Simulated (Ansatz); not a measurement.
Input file:

```yaml
crystal:
  periodic: [false, false, false]
  atoms:
    - {symbol: Al, position_ang: [0.000000, 0.000000, 0.000000]}
    - {symbol: P, position_ang: [0.000000, 0.000000, 5.704000]}
basis:
  gaussian: {orbitals: cc-pVDZ, point_charges: [{charge: -1.00, position_ang: [4.313, -0.795, 0.586]}]}
magnetization: {spin_polarized: false}
correlation: {method: bccd_t, electrons: outside_noble_gas, diis_vectors: 2}
```

```sh
$ ansatz run in.yaml --threads 1 --pin off --events-out ev --progress --plain --max-ram 2393MiB
```

The program prints:

```
374 factors; integrals over basis functions are off by at most 3.2e-4 eV
mean field evaluation 1: about -15847.5571 eV, gradient 1.1e1 eV
mean field evaluation 2: about -15847.5571 eV, gradient 1.1e1 eV
mean field evaluation 4: about -15848.2046 eV, gradient 3.3e0 eV
mean field evaluation 8: about -15848.6036 eV, gradient 3.7e-1 eV
mean field evaluation 16: about -15848.6922 eV, gradient 3.3e-2 eV
mean field evaluation 32: about -15848.6581 eV, gradient 5.4e-1 eV
mean field evaluation 64: about -15848.5344 eV, gradient 9.9e-1 eV
mean field evaluation 96: about -15848.6426 eV, gradient 2.6e-1 eV
mean field evaluation 128: about -15848.6914 eV, gradient 8.3e-2 eV
mean field evaluation 160: about -15848.2489 eV, gradient 4.7e-3 eV
...
cycle  70  -5.38439138 eV  change    9.0e-6 eV  update   4.8e-6
cycle  71  -5.38438475 eV  change    6.6e-6 eV  update   4.0e-6
cycle  72  -5.38437937 eV  change    5.4e-6 eV  update   3.5e-6
cycle  73  -5.38437487 eV  change    4.5e-6 eV  update   3.1e-6
cycle  74  -5.38437169 eV  change    3.2e-6 eV  update   2.8e-6
cycle  75  -5.38436860 eV  change    3.1e-6 eV  update   2.6e-6
cycle  76  -5.38436643 eV  change    2.2e-6 eV  update   2.4e-6
cycle  77  -5.38436432 eV  change    2.1e-6 eV  update   2.2e-6
cycle  78  -5.38436282 eV  change    1.5e-6 eV  update   2.1e-6
cycle  79  -5.38436144 eV  change    1.4e-6 eV  update   2.0e-6
perturbative correction -0.66665313 eV, -0.0244990507 hartree
WARN: the results are in doubt because among natural orbitals the method converges to other amplitudes
Total energy: -15854.74329567 eV, -582.6510693850 hartree
In doubt: among natural orbitals the method converges to other amplitudes
```

Ran on 1 thread of Arm Neoverse V1, shared host: 6 s wall, 0.15 GiB peak host memory.
